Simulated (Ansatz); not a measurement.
The end point of a relaxation of V. All values below come from r2SCAN (plane waves to 500 eV, PAW, scalar-relativistic; Ansatz, an electronic-structure program).

```cif
data_V
_chemical_formula_sum 'V1'
_space_group_name_H-M_alt 'P 1'
_space_group_IT_number 1
_cell_length_a 2.58495
_cell_length_b 2.58495
_cell_length_c 2.58495
_cell_angle_alpha 109.471
_cell_angle_beta 109.471
_cell_angle_gamma 109.471
loop_
_space_group_symop_operation_xyz
  'x, y, z'
loop_
_atom_site_label
_atom_site_type_symbol
_atom_site_fract_x
_atom_site_fract_y
_atom_site_fract_z
_atom_site_occupancy
V1 V 0.00000 0.00000 0.00000 1
```

Find the space group and the Wyckoff positions (tolerance 0.01 Å).

Space group Im-3m (No. 229); a = b = c = 2.9848 Å, α = β = γ = 90.00°

| atom | site | symmetry | x | y | z |
|---|---|---|---|---|---|
| V | 2a | m-3m | 0.0000 | 0.0000 | 0.0000 |

This is the bcc (W type).

Give the shortest distances between elements (the closest pairs, up to four, under 3.6 Å).

V–V 2.58 Å.

The volume per atom is 13.30 Å³. The band gap is zero (metallic) and the magnetic moment is zero (the starting moments vanished).

No spin polarisation in the result: the starting moments vanished.

Measured for V: a 3.021 Å (static lattice; corrected from measurement; as listed in Daniel Mejia-Rodriguez, S. B. Trickey, Phys. Rev. B (2018)). Computed minus measured — a: r2SCAN -1.2 %. The computed values are for a static lattice.

The run could not lose the symmetry of its start.
